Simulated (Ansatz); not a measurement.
## Ansatz (development build ahead of 0.2.0) run

```yaml
crystal:
  periodic: [false, false, false]
  atoms:
    - { symbol: Li, position_ang: [0.0, 0.0, 0.0] }
    - { symbol: F, position_ang: [0.0, 0.0, 3.9] }
basis:
  gaussian: { orbitals: pcseg-2 }
magnetization:
  spin_polarized: true
hamiltonian:
  xc: hf
```

The input is written out in the form of the current development build from the run's settings.

Output:

```
Converged                       : yes
Total energy                    : -106.83759 hartree
Spin squared of the determinant : 0.986
Stability test                  : minimum
```

Caution: the unrestricted determinant is a mixture of spin states.
